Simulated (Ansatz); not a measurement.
**C3H5, doublet: CASSCF and its corrections**

Program: Ansatz, Gaussian basis, development build. Basis cc-pVTZ, nonrelativistic, 3 orbitals frozen in the corrections. State-specific CASSCF; RHF is the lowest restricted (open-shell) Hartree–Fock solution met. No symmetry is imposed, so a solution can break that of the shape. No proof that the lowest CASSCF solution was found.

Geometry:

```xyz
8

C     0.0000   -1.2300   -0.1960
C     0.0000    0.0000    0.4430
C     0.0000    1.2300   -0.1960
H     0.0000   -1.2995   -1.2807
H     0.0000    0.0000    1.5336
H     0.0000    1.2995   -1.2807
H     0.0000   -2.1610    0.3610
H     0.0000    2.1610    0.3610
```

Q: What do CASSCF and its corrections give against RHF in CAS(3,3), and what are the occupations?

A: CASSCF -1.063 eV, SC-NEVPT2 -13.476 eV; occupations 1.91, 1.00, 0.09.

Q: Roughly how much CPU time does a whole run from the default start take (median of such runs, summed over threads; nearly all runs on one pinned thread of a shared server, mostly Xeon at 2.3 to 2.6 GHz, by a development driver)?

A: CAS(3,3): about 40 s. Other jobs ran beside these, and the count of passes differs.
